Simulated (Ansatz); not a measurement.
**HClO (triplet): from Hartree-Fock to the top rungs at distance Cl1–H2 along a hydrogen transfer = 1.425 Å, cc-pVTZ**

How much of the correlation energy of HClO (triplet) does each wave-function method recover here?

The runs use Ansatz 0.2.0, Gaussian basis; cc-pVTZ, core rule «outside noble gas», up to 6 orbitals frozen.

Plan: UHF; CCSD(T) on ROHF; CCSD(T) on UHF; BCCD(T) on ROHF; CCSDT(Q) on ROHF; CCSDT(Q) on UHF; CASSCF and MRCISD+Q, 4 electrons in 4 orbitals; CASSCF and NEVPT2, 4 electrons in 4 orbitals; CASSCF and MRCISD+Q, 14 electrons in 9 orbitals; CASSCF and NEVPT2, 14 electrons in 9 orbitals.

## Step 1: The geometry

The geometry derives from fragments relaxed apart (PBE0/def2-TZVP) and kept rigid, so it is no stationary point. A hydrogen atom is moved between rigid fragments.

3 atoms, charge 0, spin multiplicity 3.

Atoms are counted from 1 here; the program's logs count them from 0.

Bond lengths: Cl1–H2 1.425 Å, H2–O3 1.185 Å. Angles: Cl1–H2–O3 180.0°.

As a file:

```xyz
3
charge 0, multiplicity 3
Cl    0.0000    0.0000   -1.3450
H     0.0000    0.0000    0.0800
O     0.0000    0.0000    1.2650
```

## Step 2: UHF

Input file in.yaml:

```yaml
crystal:
  periodic: [false, false, false]
  atoms:
    - {symbol: Cl, position_ang: [0.000000, 0.000000, -1.345000]}
    - {symbol: H, position_ang: [0.000000, 0.000000, 0.080000]}
    - {symbol: O, position_ang: [0.000000, 0.000000, 1.265000]}
basis:
  gaussian: {orbitals: cc-pVTZ}
magnetization: {spin_polarized: true, initial_magnetization: 2}
hamiltonian: {xc: hf}
output: {orbitals: {seedname: orbitals}}
```

Started as:

```bash
> ansatz run in.yaml --threads 1 --pin off --events-out ev --progress --plain --max-ram 4096MiB --backend cpu
```

Further steps of the session: CCSD(T) on ROHF; CCSD(T) on UHF; BCCD(T) on ROHF; CCSDT(Q) on ROHF; CCSDT(Q) on UHF; CASSCF and MRCISD+Q, 4 electrons in 4 orbitals; CASSCF and NEVPT2, 4 electrons in 4 orbitals; CASSCF and MRCISD+Q, 14 electrons in 9 orbitals; CASSCF and NEVPT2, 14 electrons in 9 orbitals.

Before running them: what should the planned runs give, taken together? Wanted: UCCSDT(Q) below the RHF energy; RMP2 from UCCSDT(Q); UMP2 from UCCSDT(Q); RCCSD from UCCSDT(Q); RCCSD(T) from UCCSDT(Q); UCCSD(T) from UCCSDT(Q); RCCSDT(Q) from UCCSDT(Q); NEVPT2 pair from UCCSDT(Q); MRCISD+Q pair from UCCSDT(Q).

**Answer**, as computed:

```
                         quantity                      value
   UCCSDT(Q) below the RHF energy                -11.6186 eV
              RMP2 from UCCSDT(Q)                +1491.5 meV
              UMP2 from UCCSDT(Q)                +1464.8 meV
             RCCSD from UCCSDT(Q)                 +453.7 meV
          RCCSD(T) from UCCSDT(Q)                  +52.7 meV
          UCCSD(T) from UCCSDT(Q)                  +51.4 meV
         RCCSDT(Q) from UCCSDT(Q)                   +3.1 meV
       NEVPT2 pair from UCCSDT(Q)                +1322.7 meV
     MRCISD+Q pair from UCCSDT(Q)                 +267.9 meV
    NEVPT2 valence from UCCSDT(Q)                +2495.4 meV
levels within 1 kcal/mol (43 meV)  RCCSDT, UCCSDT, RCCSDT(Q)
                    T1 diagnostic                      0.042
   effectively unpaired electrons                       2.00
```

**Reading.** RCCSD(T) lands +52.7 meV from the yardstick (0.5 % of the correlation energy). The occupations are near whole numbers, but T1 = 0.042 shows that the orbitals relax strongly. Of the multireference levels listed MRCISD+Q pair comes nearest in total energy (+267.9 meV), which doesn't show that its space is the better one. Coupled cluster took another determinant than the lowest Hartree-Fock one. These misses are within one basis, not against nature; the frozen cores of restricted and unrestricted runs differ, which can shift their rows.
